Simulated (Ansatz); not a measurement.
# PH₄⁺, singlet: the ladder up to full CI

Geometry: a point of a breathe scan, not a stationary point.

```xyz
5

P     0.0000    0.0000    0.0000
H     0.7208    0.7236    0.7220
H    -0.7242   -0.7199    0.7223
H    -0.7200    0.7207   -0.7257
H     0.7234   -0.7243   -0.7186
```

Basis 6-31G; Ansatz 0.2.0. Correlated methods freeze the noble-gas cores, which leaves 8 electrons in 16 orbitals. R marks a restricted (for open shells ROHF) determinant. Active spaces: valence = (8e, 8o) chosen from the atoms' valence shells; pair = (2e, 2o) about the gap.

Full CI is exact within this basis and frozen core; it isn't the basis-set limit.

The UHF ⟨S²⟩ is 0.000 and the T1 diagnostic (RCCSD) is 0.0038. The largest doubles amplitude (RCCSD) is 0.037.

```tsv
level	E − E(RHF) (eV)
RMP2	-1.6289
RCCSD	-2.1780
RCCSD(T)	-2.1938
```

(1) Estimate how far full CI in 6-31G lies from RCCSD(T). The table doesn't fix it; the size of (T) and the diagnostics are the guide.

(1) Full CI in 6-31G lies 0.4 kJ/mol below RCCSD(T), which is 29 % of the (T) step (-1.5 kJ/mol). The diagnostics give no warning, yet the rest is a sizeable part of (T).

The other levels:

```
                   level  E − E(full CI) (kJ/mol)  share of correlation (%)  wall time
                    CISD                      7.8                     96.33     0.18 s
                 BCCD(T)                      0.4                     99.79     0.18 s
                  RCCSDT                      0.0                     99.99          –
                  CISDTQ                      0.1                     99.94     0.72 s
               RCCSDT(Q)                      0.0                    100.00     0.39 s
                 RCCSDTQ                      0.0                    100.00      1.6 s
     CASSCF (pair space)                    175.7                     17.15          –
     NEVPT2 (pair space)                     46.9                     77.88     0.21 s
     MRCISD (pair space)                      5.4                     97.46          –
   MRCISD+Q (pair space)                     -0.7                    100.32      0.3 s
  CASSCF (valence space)                     49.8                     76.51          –
  NEVPT2 (valence space)                     12.8                     93.98      1.8 s
  MRCISD (valence space)                      1.2                     99.45          –
MRCISD+Q (valence space)                      0.7                     99.67      2.3 s
```

The correlation energy at full CI, counted from RHF, is -2.198 eV. That run took 2.4 s on 1 thread of Arm Neoverse V2, shared host over 828,944 determinants.

Times hold each run's SCF and search for its determinant on a shared host, so for small cases they say little of a method's own cost; they ran on 1 thread of Arm Neoverse V2.

More than 5 meV below full CI, which no variational method can be: MRCISD+Q (pair space).

The full-CI state has the irrep A1 of C2v, in the program's axes (one component, if the state is degenerate).

Natural occupations of full CI about the gap: 1.987 1.974 1.974 1.974 0.019 0.019 0.019 0.018 0.004 0.004; effectively unpaired electrons, Σ n²(2−n)², 0.01.
